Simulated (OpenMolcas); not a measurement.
How basis sets differ on SiH2O (oxosilane)

SiH2O: 4 atoms, total charge 0, spin state singlet. As SMILES, `O=[SiH2]`. The coordinates come from a PBE0-D4/def2-TZVP relaxation.

Quantity: the dipole moment, in D. The values are calculated.

```tsv
level	kind	program	value (D)	CPU time
HF/ANO-S-MB	Hartree–Fock	OpenMolcas	2.81	1.7 s
HF/STO-3G	Hartree–Fock	OpenMolcas	2.23	1.7 s
HF/3-21G	Hartree–Fock	OpenMolcas	3.72	2 s
HF/def2-SVP	Hartree–Fock	OpenMolcas	4.16	2.4 s
HF/def2-TZVPP	Hartree–Fock	OpenMolcas	4.38	11 s
```

The values span 2.23 to 4.38 D. Sets without polarisation functions give poor dipoles. Times are those of the runs behind each value, whatever else they computed, on shared processors of several kinds: orders of magnitude only.
